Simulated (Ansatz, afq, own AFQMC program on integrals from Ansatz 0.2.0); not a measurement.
**Where AFQMC and coupled cluster stand for NH4⁺, singlet**

```xyz
5

N     0.0199   -0.0199    0.0200
H     0.6102    0.5724    0.6102
H    -0.5731   -0.6081    0.6117
H    -0.9244    0.9254   -0.9327
H     0.6114   -0.6135   -0.5676
```

Basis 6-31G. Only valence electrons are correlated. Ansatz 0.2.0 and our own AFQMC program on the same integrals; the CISD trial comes from CCSD amplitudes, and released means the phaseless constraint is let go. ± is one standard error of the sampling.

Determinant: UHF, the one that the program's search chose, which needn't be the lowest solution. The geometry is a point of a scan.

Full CI on the same integrals is exact in this basis and with this determinant's frozen core.

Cautions: the determinant is a saddle point among determinants of its kind.

The T1 diagnostic is 0.0178, the weight of the determinant in the CISD state is 0.919 and the ⟨S²⟩ of the determinant is 0.000. The size of the correlated space is 8 electrons in 16 orbitals.

```csv
level,correlation energy (eV)
MP2,-3.6490
CCSD,-4.1604
CCSD(T),-4.2271
```

Problem. Estimate where AFQMC with the constraint released lies against CCSD(T) on the same integrals.

Solution. 1.6 ± 0.2 kJ/mol below CCSD(T).

Reference: full CI, correlation energy -4.243 eV. The released energy is read at 2.40 1/Eh (meV from the phaseless value at times in 1/Eh: 6 ± 3 at 0.24, 0.2 ± 1.9 at 0.51, 3.7 ± 1.6 at 0.99, -1.1 ± 1.5 at 1.62, 0 ± 3 at 2.40).

| level | E − E(reference) (kJ/mol) | share of correlation (%) |
| --- | --- | --- |
| CCSD(T) | 1.5 | 99.63 |
| CCSDT | 1.2 | 99.71 |
| CCSDT(Q) | -0.1 | 100.01 |
| CCSDTQ | 0.1 | 99.98 |
| ph-AFQMC/CISD | -0.1 ± 0.5 | 100.02 |
| released AFQMC | -0.1 ± 0.2 | 100.02 |

CCSDT and higher add their correlation energy to the determinant of the CCSD(T) run, since their own runs factorise the integrals more tightly (a shift of under 2 meV). A walk keeps the symmetry of its determinant, which the program's search chose and which needn't be the lowest solution, so a lower state of the same spin and another symmetry isn't excluded. Released energies are given only where the last usable release times agree within the noise; a slower fall can still hide under it.
